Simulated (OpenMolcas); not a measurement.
**HF (hydrogen fluoride) at 6 levels**

Wanted: a comparison of 6 runs (HF/pcseg-0, UHF/pcseg-0, B2PLYP/pcseg-0, M06-2X/pcseg-0, PBE0/pcseg-0, MP2/pcseg-0) of HF (hydrogen fluoride). 

Program for the calculation: OpenMolcas 26.06.

**1. The system as given**

The species is HF (2 atoms), meant as a singlet with charge 0. As SMILES, `F`. The F1–H2 distance was set to 1.150 Å, away from the relaxed value.

Bond lengths: F1–H2 1.150 Å.

**2. A single-point energy at HF/pcseg-0 (run 1)**

test.input

```
&GATEWAY
BasLib=$CurrDir
Coord
2
angstrom
F       -0.585041       0.216915      -0.294621
H        0.390000      -0.144600       0.196400
Basis=pcseg-0
Group=NoSym
&SEWARD
&SCF
Thresholds=1e-10 1e-07 1e-07 1e-05
PrOrbitals=1 1
```

The basis set pcseg-0 is read from a file made from the Basis Set Exchange's data (not shown).

Launch:

```console
export MOLCAS_MEM=1860
pymolcas test.input > test.log
```

Output:

```text
--- Start Module: gateway ---
[...]
--- Stop Module: gateway /rc=_RC_ALL_IS_WELL_ ---
--- Start Module: seward ---
[...]
      Basis functions           11
--- Stop Module: seward /rc=_RC_ALL_IS_WELL_ ---
--- Start Module: scf ---
[...]
       Convergence after  10 Iterations
[...]
::    Total SCF energy                                -99.6725286458
[...]
      Total spin, S                                     0.0000000000
[...]
      Total electronic charge=   10.000000
      Total            charge=   -0.000000
[...]
      Dipole Moment (debye):
      Origin of the operator (angstrom)=   -0.5359    0.1987   -0.2699
                   X=  2.1363E+00               Y= -7.9208E-01               Z=  1.0758E+00           Total=  2.5197E+00
      Quadrupole Moment (debye*angstrom):
[...]
--- Stop Module: scf /rc=_RC_ALL_IS_WELL_ ---
[...]
```

Wall time 2.2 s (1 thread of Intel Xeon Platinum 8259CL at 2.50GHz (Skylake/Cascade Lake), shared host); peak memory 0.37 GiB.

**3. A single-point energy at UHF/pcseg-0 (run 2)**

test.inp

```
* FH Hartree-Fock
>>> EXPORT MOLCAS_PRINT=2

&GATEWAY
 BasLib=$CurrDir
 Coord
 2
 angstrom
 F       -0.585041       0.216915      -0.294621
 H        0.390000      -0.144600       0.196400
 Basis=pcseg-0
 Group=NoSym

&SEWARD

&SCF
 UHF
 Thresholds=1e-10 1e-07 1e-07 1e-05
 Scramble=0.25
 PrOrbitals=1 1
```

The basis set pcseg-0 is read from a file made from the Basis Set Exchange's data (not shown).

Launch:

```console
export MOLCAS_MEM=1860
pymolcas test.inp > test.log
```

Output:

```text
--- Start Module: gateway ---
[...]
--- Stop Module: gateway /rc=_RC_ALL_IS_WELL_ ---
--- Start Module: seward ---
[...]
      Basis functions           11
--- Stop Module: seward /rc=_RC_ALL_IS_WELL_ ---
--- Start Module: scf ---
[...]
       Convergence after  16 Iterations
[...]
::    Total SCF energy                                -99.6725286458
[...]
      Total spin, S                                    -0.0000000000
[...]
      Total electronic charge=   10.000000
      Total            charge=   -0.000000
[...]
      Dipole Moment (debye):
      Origin of the operator (angstrom)=   -0.5359    0.1987   -0.2699
                   X=  2.1363E+00               Y= -7.9208E-01               Z=  1.0758E+00           Total=  2.5197E+00
      Quadrupole Moment (debye*angstrom):
[...]
--- Stop Module: scf /rc=_RC_ALL_IS_WELL_ ---
[...]
```

Wall time 2.5 s (1 thread of Intel Xeon Platinum 8259CL at 2.50GHz (Skylake/Cascade Lake), shared host); peak memory 0.37 GiB.

Runs 3 to 5 aren't shown in full; the table further down has their settings and results.

**4. The energy at MP2/pcseg-0 (run 6)**

test.inp

```
&GATEWAY
BASLIB=$CurrDir
COORD
2
angstrom
F       -0.585041       0.216915      -0.294621
H        0.390000      -0.144600       0.196400
BASIS=pcseg-0
GROUP=NoSym
&SEWARD
&SCF
THRESHOLDS=1e-10 1e-07 1e-07 1e-05
PRORBITALS=1 1
&MBPT2
FROZEN=1
```

The basis set pcseg-0 is read from a file made from the Basis Set Exchange's data (not shown).

Launch:

```console
export MOLCAS_MEM=1860
pymolcas test.inp > test.log
```

Output:

```text
--- Start Module: gateway ---
[...]
--- Stop Module: gateway /rc=_RC_ALL_IS_WELL_ ---
[...]
      Basis functions           11
[...]
--- Start Module: scf ---
[...]
       Convergence after  10 Iterations
[...]
::    Total SCF energy                                -99.6725286458
[...]
      Total spin, S                                     0.0000000000
[...]
      Total electronic charge=   10.000000
      Total            charge=   -0.000000
[...]
      Dipole Moment (debye):
      Origin of the operator (angstrom)=   -0.5359    0.1987   -0.2699
                   X=  2.1363E+00               Y= -7.9208E-01               Z=  1.0758E+00           Total=  2.5197E+00
      Quadrupole Moment (debye*angstrom):
[...]
--- Stop Module: scf /rc=_RC_ALL_IS_WELL_ ---
--- Start Module: mbpt2 ---
[...]
WARNING!
Default frozen orbitals as non valence orbitals is overwritten by user input.
Default values:   1
[...]
       Reference weight ( Cref**2 )         =        0.96825
::    Total MBPT2 energy                              -99.8105226378
[...]
      Total MBPT2 calculations                           0.04      0.05
--- Stop Module: mbpt2 /rc=_RC_ALL_IS_WELL_ ---
[...]
```

Wall time 2.5 s (1 thread of Intel Xeon Platinum 8259CL at 2.50GHz (Skylake/Cascade Lake), shared host); peak memory 0.37 GiB.

**5. The series**

```
run           level  scramble  frozen core orbitals  energy (Eh)  dipole moment (D) of the reference  HOMO energy (eV)  LUMO energy (eV)  wall time
  1      HF/pcseg-0         –                     –   -99.672529                                2.52            -16.40              3.56      2.2 s
  2     UHF/pcseg-0      0.25                     –   -99.672529                                2.52            -16.40              3.56      2.5 s
  3  B2PLYP/pcseg-0         –                     1  -100.008473                                2.32            -12.40              1.09      4.2 s
  4  M06-2X/pcseg-0         –                     –  -100.067641                                2.35            -12.58              0.90      3.9 s
  5    PBE0/pcseg-0         –                     –  -100.009019                                2.26             -9.95             -0.21        3 s
  6     MP2/pcseg-0         –                     1   -99.810523                                2.52            -16.40              3.56      2.5 s
```

**6. Outcome**

| quantity | value |
| --- | --- |
| run 6: total energy | -99.81052 Eh |
| run 6: dipole moment (mean-field density) | 2.52 D |
| run 6: HOMO energy (Hartree–Fock orbitals) | -16.40 eV |
| run 6: LUMO energy (Hartree–Fock orbitals) | 3.56 eV |
| run 6: HOMO–LUMO gap (Hartree–Fock orbitals) | 19.96 eV |
| run 6: correlation energy (1 core orbital frozen) | -138.0 mEh |

Over runs 1, 2, 3, 4, 5 the dipole moment (its size) runs from 2.26 D (PBE0/pcseg-0) to 2.52 D (HF/pcseg-0). Over runs 1, 2, 3, 4, 5 the HOMO–LUMO gap runs from 9.73 eV (PBE0/pcseg-0) to 19.96 eV (HF/pcseg-0). Exact exchange widens orbital gaps. For B2PLYP the log adds the whole second-order term; the table takes 0.27 of it, as the functional is defined. Totals of different functionals can't be ranked against each other. All runs together took 18 s, the longest 4.2 s.
